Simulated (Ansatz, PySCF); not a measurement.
Barrier height from CH3ClF, charge -1 to the transition structure CH3ClF, without zero-point energy, on the benchmark's geometries as Psi4's copy of the set gives them.
Transition structure (charge -1, multiplicity 1, Z-matrix in Å and degrees):
```
C
H 1 1.0696
H 1 1.0696 2 118.62
H 1 1.0696 2 118.62 3 156.83
F 1 2.0496 2 83.20 3 78.41
Cl 1 2.1129 2 96.80 3 -101.59
```

Open shells are unrestricted; no spin–orbit coupling.

Correlated levels freeze the cores.

Codes used: Ansatz (a first-principles code) with Gaussian orbitals; PySCF for the dispersion terms. Each number belongs to the level named beside it.

```
level                         barrier height (kcal/mol)
----------------------------  -------------------------
PBE-D4/def2-TZVPPD                                -0.31
BLYP-D3(BJ)/def2-TZVPPD                           -1.27
B3LYP-D4/def2-TZVPPD                               0.56
CAM-B3LYP-D3(BJ)/def2-TZVPPD                       2.56
B2PLYP/def2-TZVPPD                                 1.76
MP2/aug-cc-pV(D+d)Z                                3.74
CCSD/aug-cc-pV(D+d)Z                               3.56
CCSD(T)/aug-cc-pV(D+d)Z                            2.47
CCSD(T)/cc-pVDZ                                       ?
```

Task: Complete the blanks.

Result: 
- CCSD(T)/cc-pVDZ, barrier height (kcal/mol): -2.45
